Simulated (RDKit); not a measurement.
RDKit input (MMFF94):

```python
from rdkit import Chem
from rdkit.Chem import AllChem, rdDetermineBonds

mol = Chem.MolFromXYZFile('mol.xyz')
rdDetermineBonds.DetermineBonds(mol, charge=0)
print('SMILES', Chem.MolToSmiles(Chem.RemoveHs(mol)))
ff = AllChem.MMFFGetMoleculeForceField(mol, AllChem.MMFFGetMoleculeProperties(mol))
e0 = ff.CalcEnergy()
flag = ff.Minimize(maxIts=5000, forceTol=1e-5)
print(f'energy {e0:.4f} -> {ff.CalcEnergy():.4f} kcal/mol, converged: {flag == 0}')
print(Chem.MolToXYZBlock(mol))
```
mol.xyz:
```
10

C     -0.01831353    -0.22571553     1.21152738
N     -0.01645639     0.58055635     0.00241189
C     -0.04281511    -0.21633908    -1.21261938
H      0.79457957    -0.96984525     1.25371388
H      0.06101238     0.42028397     2.08676885
H     -0.96384423    -0.76890494     1.28362309
H      0.79201558     1.18956731    -0.00340397
H      0.76900106    -0.96005667    -1.27698220
H      0.01885451     0.43641726    -2.08426242
H     -0.98965234    -0.75902850    -1.26978846
```

From the last part of the output:

```
SMILES CNC
energy 1.4031 -> 0.7417 kcal/mol, converged: True
10

C     -0.035273   -0.226061    1.199591
N      0.007873    0.602321    0.002251
C     -0.059534   -0.216777   -1.200346
H      0.810956   -0.919761    1.238859
H      0.011727    0.412942    2.086842
H     -0.968620   -0.795856    1.253406
H      0.875827    1.137348   -0.004453
H      0.785675   -0.910085   -1.262077
H     -0.030428    0.429075   -2.083395
H     -0.993822   -0.786211   -1.239688
```
